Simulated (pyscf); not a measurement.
`[BH]=[NH]` + `[OH2]` → `[NH2][BH][OH]` (addition across a multiple bond or ene-type step; singlet surface; H–O broken, B–O, H–N formed). PySCF, gas phase, ωB97X-D3(BJ)/def2-SVP geometries. MP2 and CC: frozen core, UHF for open shells. ΔMP2 is the change of the MP2 total energy from the triple- to the quadruple-zeta basis. Energies in eV from the separated reactants.

```csv
level,barrier,reaction energy
ωB97X-D3(BJ)/def2-TZVP,(withheld),-2.80
PBE/def2-TZVP,0.00,-2.70
r²SCAN/def2-TZVP,0.03,-2.83
PBE0-D3(BJ)/def2-TZVP,0.02,-2.87
HF/def2-TZVP,0.71,-2.81
MP2/def2-QZVPP,0.28,-2.59
CCSD(T)/def2-TZVPP + ΔMP2(QZVPP),(withheld),(withheld)
```

**Question.** Fill in the missing entries.

**Answer.** 
- ωB97X-D3(BJ)/def2-TZVP, barrier: 0.18
- CCSD(T)/def2-TZVPP + ΔMP2(QZVPP), barrier: 0.31
- CCSD(T)/def2-TZVPP + ΔMP2(QZVPP), reaction energy: -2.61

Of the functionals in the table, ωB97X-D3(BJ) is closest to CCSD(T)/def2-TZVPP + ΔMP2(QZVPP) in the barrier (0.13 eV apart) and PBE least close (0.32 eV); that level has limits of its own. On the reactant side the descent ends in an adduct with a B–O contact, 0.05 eV over the separated species and 0.13 eV under the saddle at ωB97X-D3(BJ)/def2-TZVP. What is counted as formed (B–O) is already present as a longer contact in the reactant adduct; forming that adduct is a step of its own. This is the saddle that the search found; another between the same sides may lie lower. The CCSD(T) − MP2 part came from Ansatz, without density fitting, on the same reference.
